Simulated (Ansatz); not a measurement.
# How the width of the whole s-p valence band of wurtzite AlN moves with the method

No measured value is used here.

| level (code) | value (eV) |
|---|---|
| LDA (Ansatz) | 15.02 |
| PBE (Ansatz) | 15.18 |
| r²SCAN (Ansatz) | 15.97 |
| B3LYP (VWN-RPA form) (Ansatz) | (withheld) |
| PBE0 (Ansatz) | 16.70 |
| r²SCAN0 (Ansatz) | 17.19 |
| Hartree–Fock (Ansatz) | (withheld) |

Problem. What belongs in the gaps?

Solution. 
- B3LYP (VWN-RPA form) (Ansatz, a first-principles code), value (eV): 16.28
- Hartree–Fock (Ansatz), value (eV): 20.90

Widths are read from band energies on the run's k points.  Values are at the measured cell. Cutoffs and k meshes differ between the levels. Ansatz's density-functional and Hartree–Fock values are scalar-relativistic unless marked +SOC, with PAW data made under PBE.
